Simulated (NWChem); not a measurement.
Basis-set convergence for tetrafluoromethane (CF4)

SMILES: FC(F)(F)F
```xyz
5

F      0.0000    -1.0889     0.7700
C      0.0000     0.0000     0.0000
F      0.0000     1.0889     0.7700
F      1.0889     0.0000    -0.7700
F     -1.0889     0.0000    -0.7700
```
Charge 0, spin multiplicity 1.

Everything below was run with NWChem. All single points use one geometry, from PBE/def2-SVP, a minimum by its harmonic frequencies.

Quantity: vertical ionisation energy at the level ΔMP2 (Δ: difference of total energies, the cation a doublet at the parent's geometry with its hole in an orbital of symmetry b1 (C2v labels); it is the state that the SCF runs reached, from PBE0 orbitals for Hartree-Fock references, and need not be the lowest).

The correlated methods keep 5 core orbitals frozen. The Pople sets run with spherical d functions. The stability of the SCF solutions was not checked. Open-shell Hartree-Fock references start from PBE0 orbitals; any time given for them includes that run.

Relative cost: rough, from shared machines, SCF included, 3-21G = 1.

```csv
basis,functions,vertical ionisation energy (eV),relative cost
3-21G,45,16.20,1
6-31G*,70,?,under 3
pcseg-1,70,16.93,under 3
6-311++G**,110,?,5
def2-SVPD,112,16.91,5
cc-pVTZ,150,16.82,20
pcseg-2,150,16.95,20
def2-TZVP,155,?,20
def2-TZVPD,197,16.90,70
```

Q: Some entries are withheld; supply them.

A: 
- 6-31G*, vertical ionisation energy (eV): 16.44
- 6-311++G**, vertical ionisation energy (eV): 16.76
- def2-TZVP, vertical ionisation energy (eV): 16.86
